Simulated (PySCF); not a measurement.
Isomers of C5H9N, mass 83.073 u with the commonest isotopes. Method: PBE0/def2-SVPD in PySCF (dipole) on a GFN2-xTB geometry, gas phase. One conformer each, none proved a minimum here; rigid rotors.

Question: Order these by dipole moment, smallest first.
A. `[CH2:1]=[CH:2][N:3]=[C:4]([CH3:5])[CH3:6]` with C1–C2–N3–C4 62°
B. `[CH2:1]=[CH:2][C@@H:3]1[NH:4][C@@H:5]1[CH3:6]` with C1–C2–C3–N4 2°
C. `[CH2:1]=[N:2][CH2:3][CH:4]1[CH2:5][CH2:6]1` with C1–N2–C3–C4 119°, N2–C3–C4–C5 -162°

Answer: C (1.31 D), B (1.57 D), A (1.94 D).

Question: Order these by rotational constant C, smallest first.
A. `[CH2:1]=[CH:2][N:3]=[C:4]([CH3:5])[CH3:6]` with C1–C2–N3–C4 62°
B. `[CH2:1]=[N:2][CH2:3][CH:4]1[CH2:5][CH2:6]1` with C1–N2–C3–C4 119°, N2–C3–C4–C5 -162°
C. `[CH2:1]=[CH:2]/[N:3]=[CH:4]\[CH2:5][CH3:6]` with C1–C2–N3–C4 -61°, N3–C4–C5–C6 -134°
D. `[CH2:1]=[CH:2][C@@H:3]1[NH:4][C@@H:5]1[CH3:6]` with C1–C2–C3–N4 2°

Answer: C (1746 MHz), B (1901 MHz), A (1966 MHz), D (2500 MHz).

Question: Order these by rotational constant B, largest first.
A. `[CH2:1]=[CH:2][C@@H:3]1[NH:4][C@@H:5]1[CH3:6]` with C1–C2–C3–N4 2°
B. `[CH2:1]=[CH:2]/[N:3]=[CH:4]\[CH2:5][CH3:6]` with C1–C2–N3–C4 -61°, N3–C4–C5–C6 -134°
C. `[CH2:1]=[CH:2][N:3]=[C:4]([CH3:5])[CH3:6]` with C1–C2–N3–C4 62°
D. `[CH2:1]=[N:2][CH2:3][CH:4]1[CH2:5][CH2:6]1` with C1–N2–C3–C4 119°, N2–C3–C4–C5 -162°

Answer: A (3008 MHz), C (2384 MHz), D (2062 MHz), B (1974 MHz).

```
             SMILES  point group  Ia (u·Å²)  Ib (u·Å²)  Ic (u·Å²)      κ  μa (D)  μb (D)  μc (D)
         C=CN=C(C)C           C1      70.64     212.00     257.02  -0.84    1.25    1.48    0.11
C=C[C@@H]1N[C@@H]1C           C1      89.81     167.99     202.15  -0.67    0.30    1.43    0.57
         C=C/N=C\CC           C1      61.44     256.00     289.39  -0.93    1.57    1.16    0.01
          C=NCC1CC1           C1      51.85     245.09     265.86  -0.96    0.23    0.43    1.21
```
